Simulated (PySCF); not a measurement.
Gas-phase reaction: 3 H2SiO + 6 OH → H3SiOH + 2 Si(OH)4

Computed with PySCF and rigid-rotor harmonic-oscillator thermochemistry at 1 bar. † marks an energy on the PBE0/def2-TZVP geometry and frequencies; other levels use their own. CCSD(T) freezes the core. Open shells (unrestricted): OH (multiplicity 2); the rest are closed-shell singlets. Spin-orbit splitting is ignored; it lowers the true energy and changes the entropy of OH. H2SiO, H3SiOH: computed as isolated molecules; such fragments, hydroxides, amides, oligomers or adducts are transient or little studied in the gas. CCSD(T) isn't extrapolated to the basis-set limit. Warning, large T1 diagnostic: H2SiO (CCSD(T)/def2-TZVPP†).

HF/def2-TZVP† gives ΔH°(298 K) = -2314 kJ.

### Question
What do CCSD(T)/def2-TZVPP†, PBE0/def2-QZVP†, PBE0/def2-TZVP give?

### Answer
CCSD(T)/def2-TZVPP†: -2826 kJ; PBE0/def2-QZVP†: -2822 kJ; PBE0/def2-TZVP: -2812 kJ. For scale, ΔH°(298 K) is -2314 kJ at this level, -2871 kJ at ωB97M-V/def2-TZVP†, and runs from -3298 to -2202 kJ over the 20 levels computed.
